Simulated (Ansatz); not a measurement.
Two members of one family (Series BH2X), computed with Ansatz in the gas phase. The two geometries come from different levels. Binding counts from free atoms in the multiplicity of their measured ground term, without zero-point energy. A dash marks a value that wasn't run or was left out as unsound. The structures are stationary points that may keep the symmetry of their start.

First: BH2Cl (singlet, charge 0, PBE0-D4/def2-TZVP geometry).

Cartesian coordinates in Å:
```
B -0.0728 -0.0944 -0.0947
H 0.1856 -1.2547 -0.0458
H -0.8716 0.3726 -0.8439
Cl 0.7588 0.9765 0.9843
```

| level | HOMO (eV) | LUMO (eV) | gap (eV) | vertical IE (eV) | vertical triplet (eV) | binding per atom (eV) |
| --- | --- | --- | --- | --- | --- | --- |
| PBE-D4/def2-TZVPD | -7.30 | -2.88 | 4.42 | – | – | 3.28 |
| r2SCAN-D4/def2-TZVP | -7.57 | -2.45 | 5.12 | 11.18 | 4.30 | 3.28 |
| PBE0-D4/def2-TZVP | -8.65 | -1.82 | 6.83 | 11.31 | 4.53 | 3.25 |
| CAM-B3LYP-D4/def2-TZVP | -10.05 | -0.69 | 9.36 | – | – | 3.26 |
| LC-ωPBE/def2-TZVP | -11.46 | 0.51 | 11.97 | – | – | 3.22 |

Second: BH2F (singlet, charge 0, PBE-D4/def2-TZVP geometry).

Cartesian coordinates in Å:
```
B -0.006 0.051 0.013
H -1.110 0.522 -0.088
H 0.966 0.657 0.384
F 0.150 -1.230 -0.309
```

Task: What does the change do? Estimate second minus first.

Result: 
```json
{"level": "PBE-D4/def2-TZVPD", "Δ HOMO (eV)": "-0.50", "Δ LUMO (eV)": "0.55", "Δ gap (eV)": "1.05", "Δ vertical IE (eV)": "–", "Δ vertical triplet (eV)": "–", "Δ binding per atom (eV)": "0.49"}
{"level": "r2SCAN-D4/def2-TZVP", "Δ HOMO (eV)": "-0.56", "Δ LUMO (eV)": "0.64", "Δ gap (eV)": "1.20", "Δ vertical IE (eV)": "1.05", "Δ vertical triplet (eV)": "0.87", "Δ binding per atom (eV)": "0.47"}
{"level": "PBE0-D4/def2-TZVP", "Δ HOMO (eV)": "-0.71", "Δ LUMO (eV)": "0.60", "Δ gap (eV)": "1.31", "Δ vertical IE (eV)": "1.11", "Δ vertical triplet (eV)": "0.87", "Δ binding per atom (eV)": "0.45"}
{"level": "CAM-B3LYP-D4/def2-TZVP", "Δ HOMO (eV)": "-0.83", "Δ LUMO (eV)": "0.54", "Δ gap (eV)": "1.37", "Δ vertical IE (eV)": "–", "Δ vertical triplet (eV)": "–", "Δ binding per atom (eV)": "0.52"}
{"level": "LC-ωPBE/def2-TZVP", "Δ HOMO (eV)": "-0.77", "Δ LUMO (eV)": "0.63", "Δ gap (eV)": "1.41", "Δ vertical IE (eV)": "–", "Δ vertical triplet (eV)": "–", "Δ binding per atom (eV)": "0.50"}
```
